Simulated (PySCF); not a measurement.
## Reproducing measurements on aziridine

**What was measured.**

From NIST CCCBDB Release 22 (SRD 101), experimental dipoles, for the gas: dipole moment 1.89 ± 0.01 D.

How close the calculation comes is told at the end.

Species: aziridine, C2H5N.
Atom-mapped SMILES: `[CH2:1]1[CH2:2][NH:3]1` (hydrogens: H4, H5 on C1; H6, H7 on C2; H8 on N3)

Geometry (GFN2-xTB, Å), atoms numbered from 1 in this order:
```
atom  x, y, z in Å
C1     0.781   -0.066    0.032
C2    -0.649   -0.435    0.001
N3    -0.196    0.811   -0.569
H4     1.232    0.200    0.982
H5     1.458   -0.534   -0.669
H6    -0.986   -1.165   -0.722
H7    -1.212   -0.431    0.928
H8    -0.420    1.629   -0.009
```

The PySCF runs (gas phase, on this GFN2-xTB geometry; no spin–orbit coupling):

```json
{"level": "PBE0/pcSseg-1", "job": "shieldings, ring-centre shieldings, charges and field gradients", "basis functions": "76"}
{"level": "PBE0/Sadlej pVTZ", "job": "shieldings, ring-centre shieldings, charges and field gradients", "basis functions": "117"}
{"level": "wB97X/aug-cc-pVDZ, energy threshold 1e-07 Eh", "job": "shieldings, ring-centre shieldings", "basis functions": "114"}
{"level": "PBE0/def2-SVPD", "job": "6 singlets by full TDDFT, 2 Tamm–Dancoff triplets, polarisability", "basis functions": "100"}
{"level": "KT3/3-21G, level shift 0.3 Eh", "job": "12 singlets by TDA, 5 Tamm–Dancoff triplets, polarisability", "basis functions": "37"}
{"level": "CAM-B3LYP/def2-SVPD", "job": "25 singlets by TDA, polarisability", "basis functions": "100"}
{"level": "B3LYP/pcJ-1", "job": "spin–spin couplings from 8 perturbed nuclei", "basis functions": "131"}
{"level": "HCTH407/def2-TZVP", "job": "spin–spin couplings from 8 perturbed nuclei", "basis functions": "123"}
```

## Comparison

**Dipole moment.** Measured: 1.89 D (NIST CCCBDB Release 22 (SRD 101), experimental dipoles).

```
              level  computed (D)  computed − measured (D)  % (from the printed values)
      PBE0/pcSseg-1          1.70                    -0.19                          -10
   PBE0/Sadlej pVTZ          1.56                    -0.33                          -17
  wB97X/aug-cc-pVDZ          1.63                    -0.26                          -14
     PBE0/def2-SVPD          1.58                    -0.31                          -16
          KT3/3-21G          1.79                    -0.10                           -5
CAM-B3LYP/def2-SVPD          1.64                    -0.25                          -13
        B3LYP/pcJ-1          1.69                    -0.20                          -11
  HCTH407/def2-TZVP          1.50                    -0.39                          -21
```

Closest is KT3/3-21G (-0.10 D), furthest HCTH407/def2-TZVP (-0.39 D); one molecule doesn't rank methods. All 8 levels lie below the measurement. The computed dipoles belong to one fixed geometry; measured ones are averaged over vibrations unless marked μe. Magnitudes are compared, not signs.

The geometry is computed, not the measured one. Where a level misses, the cause wasn't examined.
